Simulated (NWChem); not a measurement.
**SF (Monosulfur monofluoride) at 3 levels**

We compute a comparison of 3 runs (UMP2/def2-SVP, UMP2/def2-TZVP, UMP2/def2-TZVPP) of SF (Monosulfur monofluoride). 

Program for the calculation: NWChem 7.3.0.

### 1 The molecule

The species is SF (2 atoms), meant as a doublet with charge 0. As SMILES, `F[S]`. The shape is that of a PBE0-D4/def2-TZVP optimisation.

Bond lengths: F1–S2 1.594 Å.

### 2 Energy and gradient at UMP2/def2-SVP (run 1)

Input file fs.nw:

```
start fs
memory 2200 mb
charge 0

geometry units angstroms noautosym nocenter noautoz
F      0.000000     0.000000     0.016120
S      0.000000     0.000000     1.610410
end

basis "ao basis" spherical bse
* library def2-SVP
end

scf
nopen 1
uhf
thresh 1e-08
maxiter 80
print low
end

mp2
freeze core 6
tight
end

task mp2 gradient
```

On the command line:

```sh
nwchem fs.nw > fs.out
```

Output:

```text
[...]
  functions       =    32
[...]
  wavefunction    = UHF
[...]
         Total SCF energy =   -496.693659098673
      One electron energy =   -783.384890568544
      Two electron energy =    238.894705206796
 Nuclear repulsion energy =     47.796526263074
                       Sz =      0.5000
                 Sz(Sz+1) =      0.7500
                      S^2 =      0.7602
[...]
          Total MP2 energy          -496.983372757049
[...]
                         mp2 ENERGY GRADIENTS
    atom               coordinates                        gradient
                 x          y          z           x          y          z
   1 F       0.000000   0.000000   0.030462    0.000000   0.000000   0.022526
   2 S       0.000000   0.000000   3.043234   -0.000000  -0.000000  -0.022526
[...]
```

Run time: 8.7 s. Hardware: 1 thread of AMD EPYC, shared host; peak memory 0.1 GiB.

### 3 Energy and gradient at UMP2/def2-TZVP (run 2)

Input file mol.nw:

```
start mol
memory stack 880 mb heap 220 mb global 1100 mb

geometry units angstroms noautosym nocenter noautoz
  F     0.000000    0.000000    0.016120
  S     0.000000    0.000000    1.610410
end

basis "ao basis" spherical bse
  * library def2-TZVP
end

scf
  nopen 1
  uhf
  thresh 1e-08
  maxiter 80
  print low
end

mp2
  freeze core 6
  tight
end

task mp2 gradient
```

On the command line:

```sh
nwchem mol.nw > mol.out
```

Output:

```text
[...]
  functions       =    68
[...]
  wavefunction    = UHF
[...]
         Total SCF energy =   -496.968844525065
      One electron energy =   -783.697563890252
      Two electron energy =    238.932193102114
 Nuclear repulsion energy =     47.796526263074
                       Sz =      0.5000
                 Sz(Sz+1) =      0.7500
                      S^2 =      0.7665
[...]
          Total MP2 energy          -497.358618362540
[...]
                         mp2 ENERGY GRADIENTS
    atom               coordinates                        gradient
                 x          y          z           x          y          z
   1 F       0.000000   0.000000   0.030462   -0.000000   0.000000   0.004102
   2 S       0.000000   0.000000   3.043234    0.000000  -0.000000  -0.004102
[...]
```

Run time: 78 s. Hardware: 1 thread of AMD EPYC, shared host; peak memory 0.16 GiB.

### 4 Energy and gradient at UMP2/def2-TZVPP (run 3)

Input file mol.nw:

```
start mol
title "Monosulfur monofluoride"
memory total 2200 mb
geometry units angstrom noautosym nocenter noautoz
   F      0.000000     0.000000     0.016120
   S      0.000000     0.000000     1.610410
end
basis spherical bse
   F library def2-TZVPP
   S library def2-TZVPP
end
scf
   doublet
   uhf
   thresh 1e-08
   maxiter 80
   noprint "final vectors analysis"
end
mp2
   freeze core 6
   tight
end
task mp2 gradient
```

On the command line:

```sh
nwchem mol.nw > mol.out
```

Output:

```text
[...]
  functions       =    73
[...]
  wavefunction    = UHF
[...]
         Total SCF energy =   -496.969033179070
      One electron energy =   -783.698219972536
      Two electron energy =    238.932660530391
 Nuclear repulsion energy =     47.796526263074
                       Sz =      0.5000
                 Sz(Sz+1) =      0.7500
                      S^2 =      0.7664
[...]
          Total MP2 energy          -497.361268992621
[...]
                         mp2 ENERGY GRADIENTS
    atom               coordinates                        gradient
                 x          y          z           x          y          z
   1 F       0.000000   0.000000   0.030462   -0.000000  -0.000000   0.003745
   2 S       0.000000   0.000000   3.043234    0.000000   0.000000  -0.003745
[...]
```

Wall time 72 s (1 thread of AMD EPYC, shared host); peak memory 0.17 GiB.

### 5 Overview of the runs

```csv
run,level,energy (Eh),dipole moment (D),correlation energy (mEh),⟨S²⟩,wall time
1,UMP2/def2-SVP,-496.983373,1.15,-289.7,0.760,8.7 s
2,UMP2/def2-TZVP,-497.358618,0.88,-389.8,0.766,78 s
3,UMP2/def2-TZVPP,-497.361269,0.88,-392.2,0.766,72 s
```

### 6 What came out

| quantity | value |
| --- | --- |
| run 3: total energy | -497.36127 Eh |
| run 3: dipole moment (of the density that the program reports) | 0.88 D |
| run 3: correlation energy (6 core orbitals frozen) | -392.2 mEh |
| run 3: ⟨S²⟩ of the reference determinant | 0.766 |
| run 3: largest force on an atom | 0.193 eV/Å |

The dipole moment (its size) runs from 0.88 D (UMP2/def2-TZVPP) to 1.15 D (UMP2/def2-SVP). All runs together took 2.6 min, the longest 78 s.
